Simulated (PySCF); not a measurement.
# One shape, several levels: Cl2 (chlorine)

We compute a comparison of 6 runs (HF/STO-3G, HF/3-21G, HF/pcseg-2, B3LYP/6-31G*, PBE/def2-SVPD, MP2/6-31G**) of Cl2 (chlorine). The job is set up through a Python script.

The calculation is run with PySCF 2.14.0.

## 1. The molecule

Cl2: 2 atoms, total charge 0, spin state singlet. As SMILES, `ClCl`. The shape is that of a PBE0-D4/def2-TZVP optimisation.

Bond lengths: Cl1–Cl2 1.982 Å.

## 2. Energy and gradient at HF/STO-3G (run 1)

input.py reads:

```python
from pyscf import gto, scf

system = gto.M(
    atom='''
Cl     1.598122    -0.532147     0.819385
Cl    -1.598122     0.532147    -0.819385
''',
    unit='bohr',
    max_memory=1860,
    spin=0,
    verbose=4,
    basis='sto-3g',
)

mf = scf.RHF(system)
mf.conv_tol = 1e-10
mf.kernel()
if not mf.converged:
    mf = mf.newton().run(mf.mo_coeff, mf.mo_occ)

energy = mf.e_tot
print('E(%s) = %.9f' % ('HF', energy))
grad = mf.nuc_grad_method().kernel()
dip = mf.dip_moment()
pop, q = mf.mulliken_pop()
```

Started as:

```
$ OMP_NUM_THREADS=1 python input.py
```

Log:

```text
PySCF version 2.14.0

[INPUT] num. atoms = 2
[INPUT] num. electrons = 34
[INPUT] charge = 0
[INPUT] spin (= nelec alpha-beta = 2S) = 0
[INPUT] symmetry False subgroup None
[INPUT] Mole.unit = bohr
[INPUT] Symbol           X                Y                Z      unit          X                Y                Z       unit  Magmom
[INPUT]  1 Cl     0.845689742670  -0.281600065259   0.433599868970 AA    1.598122000000  -0.532147000000   0.819385000000 Bohr   0.0
[INPUT]  2 Cl    -0.845689742670   0.281600065259  -0.433599868970 AA   -1.598122000000   0.532147000000  -0.819385000000 Bohr   0.0

nuclear repulsion = 77.1441527183002
number of shells = 10
number of NR pGTOs = 54
number of NR cGTOs = 18
basis = sto-3g
ecp = {}

[... 29 lines left out ...]
converged SCF energy = -909.111042395493
[... 9 lines left out ...]
Dipole moment(X, Y, Z, Debye): -0.00000, -0.00000,  0.00000
[... 21 lines left out ...]
charge of    1Cl =      0.00000
```

Run time: 1.7 s. Hardware: 1 thread of Intel Xeon at 2.70GHz, shared host; peak memory 0.12 GiB.

## 3. Energy and forces at HF/3-21G (run 2)

calc.py reads:

```python
import pyscf.grad
from pyscf import gto, scf

system = gto.M(
    atom='''
Cl     1.598122    -0.532147     0.819385
Cl    -1.598122     0.532147    -0.819385
''',
    basis='3-21g',
    unit='bohr',
    max_memory=1860,
    verbose=3,
)

myscf = scf.RHF(system)
myscf.conv_tol = 1e-10
myscf.kernel()
if not myscf.converged:
    myscf = myscf.newton().run(myscf.mo_coeff, myscf.mo_occ)

e_tot = myscf.e_tot
print(f'total energy: {e_tot:.8f} hartree')
grad = myscf.Gradients().kernel()
dip = myscf.dip_moment()
pop, q = myscf.mulliken_pop()
```

Started as:

```
$ OMP_NUM_THREADS=1 python calc.py
```

Log:

```text
converged SCF energy = -914.526282406134
total energy: -914.52628241 hartree
--------------- RHF gradients ---------------
         x                y                z
0 Cl    -0.0857100519     0.0285399657    -0.0439450373
1 Cl     0.0857100519    -0.0285399657     0.0439450373
----------------------------------------------
Dipole moment(X, Y, Z, Debye): -0.00000,  0.00000, -0.00000
 ** Mulliken pop  **
pop of  0 Cl 1s           1.99873
pop of  0 Cl 2s           1.96275
pop of  0 Cl 3s           1.16623
pop of  0 Cl 4s           0.86943
pop of  0 Cl 2px          1.96188
pop of  0 Cl 2py          1.97215
pop of  0 Cl 2pz          1.97039
pop of  0 Cl 3px          0.79304
pop of  0 Cl 3py          1.11598
pop of  0 Cl 3pz          1.06077
pop of  0 Cl 4px          0.51922
pop of  0 Cl 4py          0.83138
pop of  0 Cl 4pz          0.77802
pop of  1 Cl 1s           1.99873
pop of  1 Cl 2s           1.96275
pop of  1 Cl 3s           1.16623
pop of  1 Cl 4s           0.86943
pop of  1 Cl 2px          1.96188
pop of  1 Cl 2py          1.97215
pop of  1 Cl 2pz          1.97039
pop of  1 Cl 3px          0.79304
pop of  1 Cl 3py          1.11598
pop of  1 Cl 3pz          1.06077
pop of  1 Cl 4px          0.51922
pop of  1 Cl 4py          0.83138
pop of  1 Cl 4pz          0.77802
 ** Mulliken atomic charges  **
charge of    0Cl =      0.00000
charge of    1Cl =     -0.00000
```

It took 1 s on 1 thread of Intel Xeon at 2.70GHz, shared host; peak memory 0.12 GiB.

## 4. Energy and gradient at HF/pcseg-2 (run 3)

calc.py reads:

```python
import pyscf.grad
from pyscf import gto

molecule = gto.M(
    atom='''
Cl       0.845690      -0.281600       0.433600
Cl      -0.845690       0.281600      -0.433600
''',
    spin=0,
    charge=0,
    verbose=4,
    max_memory=1860,
    basis='pcseg-2',
)

myscf = molecule.RHF()
myscf.conv_tol = 1e-10
myscf.kernel()
if not myscf.converged:
    myscf = myscf.newton().run(myscf.mo_coeff, myscf.mo_occ)

energy = myscf.e_tot
print('E(%s) = %.9f' % ('HF', energy))
grad = myscf.Gradients().kernel()
dip = myscf.dip_moment()
pop, q = myscf.mulliken_pop()
```

Started as:

```
$ OMP_NUM_THREADS=1 python calc.py
```

Log:

```text
PySCF version 2.14.0

[INPUT] num. atoms = 2
[INPUT] num. electrons = 34
[INPUT] charge = 0
[INPUT] spin (= nelec alpha-beta = 2S) = 0
[INPUT] symmetry False subgroup None
[INPUT] Mole.unit = angstrom
[INPUT] Symbol           X                Y                Z      unit          X                Y                Z       unit  Magmom
[INPUT]  1 Cl     0.845690000000  -0.281600000000   0.433600000000 AA    1.598122486283  -0.532146876678   0.819385247611 Bohr   0.0
[INPUT]  2 Cl    -0.845690000000   0.281600000000  -0.433600000000 AA   -1.598122486283   0.532146876678  -0.819385247611 Bohr   0.0

nuclear repulsion = 77.1441326129708
number of shells = 8
number of NR pGTOs = 130
number of NR cGTOs = 68
basis = pcseg-2
ecp = {}

[... 35 lines left out ...]
converged SCF energy = -918.984437907243
[... 9 lines left out ...]
Dipole moment(X, Y, Z, Debye): -0.00000,  0.00000, -0.00000
[... 71 lines left out ...]
charge of    1Cl =     -0.00000
```

Run time: 6.6 s. Hardware: 1 thread of Intel Xeon at 2.70GHz, shared host; peak memory 0.14 GiB.

Runs 4 to 5 aren't shown in full; the table further down has their settings and results.

## 5. Energy and gradient at MP2/6-31G(d,p) (spherical functions) (run 6)

input.xyz reads:

```xyz
2

Cl     0.845690    -0.281600     0.433600
Cl    -0.845690     0.281600    -0.433600
```

job.py reads:

```python
from pyscf import gto, mp

mol = gto.M(
    atom='input.xyz',
    max_memory=1860,
    basis='6-31g**',
    verbose=4,
)

mf = mol.RHF()
mf.conv_tol = 1e-10
mf.kernel()
if not mf.converged:
    mf = mf.newton().run(mf.mo_coeff, mf.mo_occ)

pt = mp.MP2(mf, frozen=10).run()
etot = pt.e_tot
print('Final energy', etot)
grad = pt.nuc_grad_method().kernel()
dip = mf.dip_moment()
pop, q = mf.mulliken_pop()
```

Started as:

```
$ OMP_NUM_THREADS=1 python job.py
```

Log:

```text
PySCF version 2.14.0

[INPUT] num. atoms = 2
[INPUT] num. electrons = 34
[INPUT] charge = 0
[INPUT] spin (= nelec alpha-beta = 2S) = 0
[INPUT] symmetry False subgroup None
[INPUT] Mole.unit = angstrom
[INPUT] Symbol           X                Y                Z      unit          X                Y                Z       unit  Magmom
[INPUT]  1 Cl     0.845690000000  -0.281600000000   0.433600000000 AA    1.598122486283  -0.532146876678   0.819385247611 Bohr   0.0
[INPUT]  2 Cl    -0.845690000000   0.281600000000  -0.433600000000 AA   -1.598122486283   0.532146876678  -0.819385247611 Bohr   0.0

nuclear repulsion = 77.1441326129708
number of shells = 16
number of NR pGTOs = 102
number of NR cGTOs = 36
basis = 6-31g**
ecp = {}

[... 35 lines left out ...]
converged SCF energy = -918.909254618801
[... 8 lines left out ...]
Final energy -919.1638298734638
[... 5 lines left out ...]
Dipole moment(X, Y, Z, Debye): -0.00000,  0.00000, -0.00000
[... 39 lines left out ...]
charge of    1Cl =     -0.00000
```

Run time: 2.2 s. Hardware: 1 thread of Intel Xeon at 2.70GHz, shared host; peak memory 0.15 GiB.

## 6. Overview of the runs

```tsv
run	level	integration grid	frozen core orbitals	energy (Eh)	dipole moment (D) of the reference	HOMO energy (eV)	LUMO energy (eV)	wall time
1	HF/STO-3G	–	–	-909.111042	0.00	-11.06	3.70	1.7 s
2	HF/3-21G	–	–	-914.526282	0.00	-12.50	0.52	1 s
3	HF/pcseg-2	–	–	-918.984438	0.00	-12.08	1.14	6.6 s
4	B3LYP/6-31G* (spherical functions)	5	–	-920.341622	0.00	-8.40	-3.35	5.1 s
5	PBE/def2-SVPD	5	–	-919.704291	0.00	-7.43	-4.42	8.7 s
6	MP2/6-31G** (spherical functions)	–	10	-919.163830	0.00	-12.18	1.00	2.2 s
```

## 7. Results

| quantity | value |
| --- | --- |
| run 6: total energy | -919.16383 Eh |
| run 6: dipole moment (Hartree–Fock density) | 0.00 D |
| run 6: HOMO energy (Hartree–Fock orbitals) | -12.18 eV |
| run 6: LUMO energy (Hartree–Fock orbitals) | 1.00 eV |
| run 6: HOMO–LUMO gap (Hartree–Fock orbitals) | 13.18 eV |
| run 6: correlation energy (10 core orbitals frozen) | -254.6 mEh |
| run 6: largest force on an atom | 0.741 eV/Å |

What this shows: Over runs 1, 2, 3, 4, 5 the HOMO–LUMO gap runs from 3.01 eV (PBE/def2-SVPD) to 14.76 eV (HF/STO-3G). The two ends differ in method and basis. Totals of different functionals can't be ranked against each other. In run 1 the basis is minimal, so the values are rough. All runs together took 25 s, the longest 8.7 s.
